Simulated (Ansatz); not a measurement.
# CH4FSi radical: up Jacob's ladder to CCSD(T)

The task here is to estimate one member of a computed series from the others.

Computed with Ansatz 0.2.0, Gaussian basis. Level: functionals in def2-TZVPP, the program's frozen cores in correlated methods.

The runs, in order: LDA (SPW92), PBE-D4, revPBE-D4, BLYP-D4, r2SCAN-D4, B97M-V, PBE0-D4, B3LYP-D4, r2SCANh-D4, r2SCAN0-D4, HSE06-D4, BHLYP-D4, CAM-B3LYP-D4, LC-ωPBE, ωB97X-V, ωB97M-V, B2PLYP, PBE-QIDH; CCSD(T)/def2-SVP; CCSD(T)/def2-TZVPP; MP2/def2-QZVPP; extrapolation to the limit; RPA on PBE.

### The geometry

An earlier PBE0-D4 in a triple-zeta def2 set relaxation fixed the geometry.

7 atoms, charge 0, spin multiplicity 2.

Atoms are counted from 1 here; the program's logs count them from 0.

Bond lengths: C1–Si2 1.864 Å, C1–H4 1.091 Å, C1–H5 1.093 Å, C1–H6 1.094 Å, Si2–F3 1.609 Å, Si2–H7 1.494 Å. Angles: Si2–C1–H4 111.5°, Si2–C1–H5 109.9°, Si2–C1–H6 110.0°, H4–C1–H5 108.4°, H4–C1–H6 108.5°, H5–C1–H6 108.5°, C1–Si2–F3 108.7°, C1–Si2–H7 111.7°, F3–Si2–H7 106.7°.

The first run:

Contents of in.yaml:

```yaml
crystal:
  periodic: [false, false, false]
  atoms:
    - {symbol: C, position_ang: [-0.653525, 0.389549, -0.297968]}
    - {symbol: Si, position_ang: [0.917395, -0.594102, -0.104133]}
    - {symbol: F, position_ang: [0.640701, -1.812822, 0.909551]}
    - {symbol: H, position_ang: [-1.444934, -0.207827, -0.754136]}
    - {symbol: H, position_ang: [-0.470247, 1.260889, -0.931667]}
    - {symbol: H, position_ang: [-1.000711, 0.738338, 0.679649]}
    - {symbol: H, position_ang: [2.011322, 0.225985, 0.498703]}
basis:
  gaussian: {orbitals: def2-TZVPP}
magnetization: {spin_polarized: true, initial_magnetization: 1}
hamiltonian: {xc: lda}
output: {orbitals: {seedname: orbitals}}
```

Among the steps run: LDA; PBE-D4 (GGA); revPBE-D4 (GGA); BLYP-D4 (GGA); r2SCAN-D4 (meta-GGA); B97M-V (meta-GGA); PBE0-D4 (hybrid); B3LYP-D4 (hybrid); r2SCANh-D4 (hybrid); r2SCAN0-D4 (hybrid); HSE06-D4 (hybrid); BHLYP-D4 (hybrid); CAM-B3LYP-D4 (range-separated); LC-ωPBE-D4 (range-separated; the results give it without D4); ωB97X-V (range-separated); ωB97M-V (range-separated); B2PLYP (double hybrid); PBE-QIDH (double hybrid).

One table of the session follows, with a row left open; its other results are not shown here.

It belongs to the step «Frontier levels by functional». 

| functional | HOMO (eV) | LUMO (eV) | gap (eV) |
| --- | --- | --- | --- |
| LDA (SPW92) | -4.82 | -3.49 | 1.33 |
| PBE-D4 | -4.88 | -3.04 | 1.84 |
| revPBE-D4 | -4.86 | -2.88 | 1.98 |
| BLYP-D4 | -4.69 | -3.12 | 1.57 |
| r2SCAN-D4 | -5.24 | -2.55 | 2.69 |
| B97M-V | -4.90 | -3.34 | 1.56 |
| PBE0-D4 | -6.08 | -2.10 | 3.98 |
| B3LYP-D4 | -5.80 | -2.55 | 3.25 |
| r2SCANh-D4 | -5.67 | -2.25 | 3.42 |
| r2SCAN0-D4 | -6.34 | -1.82 | 4.51 |
| HSE06-D4 | -5.68 | -2.48 | 3.19 |
| BHLYP-D4 | ? | ? | ? |
| CAM-B3LYP-D4 | -7.33 | -1.27 | 6.06 |
| LC-ωPBE | -8.78 | 0.25 | 9.03 |
| ωB97X-V | -8.25 | -0.36 | 7.89 |
| ωB97M-V | -7.84 | -0.51 | 7.34 |

Estimate the missing values for BHLYP-D4.

Worked estimate for «HOMO (eV)». Against the share of exact exchange, BLYP-D4 (0, -4.69), B3LYP-D4 (0.2, -5.80) give a slope of -5.55 per unit share; at 0.5 the line stands at -7.46.

The run gave: HOMO (eV): -7.11; LUMO (eV): -1.36; gap (eV): 5.75. In «HOMO (eV)» the line misses by -0.35.
